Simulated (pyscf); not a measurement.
H₃Si–AsH–AsH₂ → HAs=AsH + SiH₄, an elimination (singlet surface; As–Si, As–H broken, H–Si formed). Single points on ωB97X-D3(BJ)/def2-SVP structures (PySCF, gas phase). Energies in eV from the reactant's lowest minimum found.

Small-basis levels: PySCF, no dispersion term, spherical d functions. AM1 to PM7: differences of heats of formation from MOPAC, which are fitted to 298 K values and so differ in kind from electronic energies by zero-point and thermal terms. Cost: rough CPU time at the saddle relative to B3LYP/6-31G*+LANL2DZ, from one job on a shared machine.

```
level                       barrier  reaction energy        cost
-----------------------  ----------  ---------------  ----------
MP2/6-31G*+LANL2DZ             2.65            +0.71         0.2
BP86/6-31G*+LANL2DZ            2.13            +0.88           2
B3LYP/6-31G*+LANL2DZ     (withheld)            +0.81           1
B3LYP/6-311+G**+LANL2DZ        2.43            +0.91           2
AM1                      (withheld)            +1.47  under 0.02
PM3                            1.78            +1.47  under 0.02
PM6                            2.13            +2.11  under 0.02
ωB97M-D3(BJ)/def2-TZVP   (withheld)            +1.11           –
```

Task: Complete the blanks.

Result: 
- B3LYP/6-31G*+LANL2DZ, barrier: 2.41
- AM1, barrier: 2.24
- ωB97M-D3(BJ)/def2-TZVP, barrier: 2.33

Against the last row the barrier runs from -0.56 (PM3) to +0.32 eV (MP2/6-31G*+LANL2DZ). ωB97M-D3(BJ)/def2-TZVP has limits of its own. One saddle was located; it need not be the lowest between these sides. In the def2 sets elements up to Kr have no core potential.
